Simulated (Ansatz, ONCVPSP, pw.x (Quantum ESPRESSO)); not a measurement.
**C (Z = 6): does the ONCV potential hold in the solid?**

C, optimised norm-conserving Vanderbilt (ONCV), made with ONCVPSP 4.0.1.1 (patched build) (PBEsol, scalar-relativistic). Core [He], reference 2s2 2p1.75 (charge +0.25). Waves: 2s: rc 1.15 bohr, ncon 4, nbas 8, qcut 6.5 1/bohr, 2 projectors, debl 3.8 Ha; 2p: rc 1.85 bohr, ncon 4, nbas 7, qcut 8.1 1/bohr, 2 projectors, debl 3.2 Ha; d scattering state at 0.37 Ha: rc 1.40 bohr, ncon 3, nbas 6, qcut 7.1 1/bohr, 2 projectors, debl 1.4 Ha. Local part: polynomial inside 0.90 bohr (lpopt 5, dvloc0 1 Ha). Core correction: Teter function, fcfact 1.5, rcfact 1.45.

Atomic tests: cutoffs needed: 19 Ha and 42 Ha (the cutoffs (Ha) at which the residual kinetic energy of the hardest occupied pseudo-wave falls to 1 and 0.1 mHa per electron); ghost test: no bound ghost flagged; no localised positive-energy state flagged; largest excitation error: +299 meV (all-electron minus pseudo) for 2s1 2p0, out of 4 test configurations.

Crystal test: bcc C in pw.x 7.5, no spin, 18³ k-points, Fermi–Dirac smearing 0.01 Ry, cutoffs 100/400 Ry. The reference is all-electron LAPW (Ansatz 0.2.0) with the same functional, mesh and smearing; V0 and B0 come from Birch–Murnaghan fits to the pressures at five volumes. Errors are pseudo minus all-electron; Δ is the rms difference of the E(V) curves that follow from these fits, minima aligned, over ±6 % about the mean V0. Mesh and smearing are coarse, so the numbers serve the comparison and aren't converged zero-temperature values; the lattice is a test structure that the element need not adopt.

All-electron: a0 = 2.344 Å (V0 = 6.44 Å³/atom), B0 = 211.3 GPa.

Problem. How far does the potential miss the all-electron equation of state?

Solution. mean pressure error (GPa): -0.91; a0 (Å): 2.341; a0 error (%): -0.13; B0 error (%): -0.5; Δ (meV/atom): 1.2.

```tsv
V (Å³/atom)	P all-electron (GPa)	P pseudo (GPa)
5.998	17.37	16.21
6.156	10.47	9.45
6.314	4.37	3.48
6.472	-1.02	-1.80
6.630	-5.76	-6.45
```

Problem. At the middle volume, how do free energy and pressure move when the wave cutoff is lowered (ecutrho kept at four times it)?

Solution.

```
cutoff (Ry)  shift of F (meV/atom)  shift of P (GPa)
         45                  +12.4             -2.00
         60                   +4.3             -0.11
         80                   +0.8             -0.18
```

Input at the middle volume:

```
&control
  calculation='scf', prefix='x', pseudo_dir='./', outdir='./tmp', tstress=.true., disk_io='none'
/
&system
  ibrav=0, nat=1, ntyp=1, ecutwfc=100, ecutrho=400, nbnd=9,
  occupations='smearing', smearing='fd', degauss=0.01
/
&electrons
  conv_thr=1e-09, mixing_beta=0.4, electron_maxstep=70
/
ATOMIC_SPECIES
C 1.0 C.UPF
CELL_PARAMETERS angstrom
  -1.16434459 1.16434459 1.16434459
  1.16434459 -1.16434459 1.16434459
  1.16434459 1.16434459 -1.16434459
ATOMIC_POSITIONS crystal
C 0.0000 0.0000 0.0000
K_POINTS automatic
18 18 18 0 0 0
```

```bash
pw.x < C.scf.in > C.scf.out
```

Lines of the output:

```
Message from routine setup:
     using ibrav=0 with symmetry is DISCOURAGED, use correct ibrav instead
     lattice parameter (alat)  =       3.8110  a.u.
     unit-cell volume          =      42.6090 (a.u.)^3
     number of electrons       =         4.00
     number of Kohn-Sham states=            9
     kinetic-energy cutoff     =     100.0000  Ry
     charge density cutoff     =     400.0000  Ry
     scf convergence threshold =      1.0E-09
     Exchange-correlation= PBESOL
     number of k points=   195  Fermi-Dirac smearing, width (Ry)=  0.0100
     iteration #  1     ecut=   100.00 Ry     beta= 0.40
     total energy              =     -11.20708099 Ry
     estimated scf accuracy    <       0.00346689 Ry
     iteration #  2     ecut=   100.00 Ry     beta= 0.40
     total energy              =     -11.20677476 Ry
     estimated scf accuracy    <       0.00094110 Ry
     iteration #  3     ecut=   100.00 Ry     beta= 0.40
     total energy              =     -11.20684922 Ry
     estimated scf accuracy    <       0.00000578 Ry
     iteration #  4     ecut=   100.00 Ry     beta= 0.40
     total energy              =     -11.20684989 Ry
     estimated scf accuracy    <       0.00000002 Ry
     iteration #  5     ecut=   100.00 Ry     beta= 0.40
     the Fermi energy is    12.5651 ev
!    total energy              =     -11.20684990 Ry
     estimated scf accuracy    <          5.4E-10 Ry
     smearing contrib. (-TS)   =      -0.00153120 Ry
     The total energy is F=E-TS. E is the sum of the following terms:
     one-electron contribution =       5.18729566 Ry
     hartree contribution      =       0.29255102 Ry
     xc contribution           =      -3.45334776 Ry
     ewald contribution        =     -13.23181761 Ry
     convergence has been achieved in   5 iterations
          total   stress  (Ry/bohr**3)                   (kbar)     P=       34.79
     Message from routine punch:
     Nothing written, as per user request (disk_io='none')
```

The run at the middle volume (195 k-points, 5 iterations) took about 8.6 s on one core of a shared host (AMD EPYC 7B13, 96 threads, 756 GiB, load 53).
